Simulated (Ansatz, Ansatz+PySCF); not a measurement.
```yaml
atoms:
  - { symbol: C, position_ang: [0.0000, 0.0315, -0.6953] }
  - { symbol: N, position_ang: [0.0000, 0.0705, 0.7510] }
  - { symbol: H, position_ang: [0.0000, -0.9776, -1.1599] }
  - { symbol: H, position_ang: [-0.8819, 0.5659, -1.0833] }
  - { symbol: H, position_ang: [0.8819, 0.5659, -1.0833] }
  - { symbol: H, position_ang: [-0.8127, -0.4182, 1.1206] }
  - { symbol: H, position_ang: [0.8127, -0.4182, 1.1206] }
```

RHF on singlet CH₅N was run in several spherical basis sets with Ansatz (development build ahead of 0.2.0).

(1) Rank the basis sets by the total energy that they give, lowest first, with the distance from the lowest.
A. 6-31G(d)
B. cc-pVDZ
C. def2-TZVP
D. def2-SVP
E. cc-pVTZ

## Answers

(1) C (0.00 eV), E (0.03 eV), B (0.87 eV), A (1.24 eV), D (2.95 eV).

Totals follow the description of the cores as much as that of the bonds, so this order isn't one of quality for chemistry.
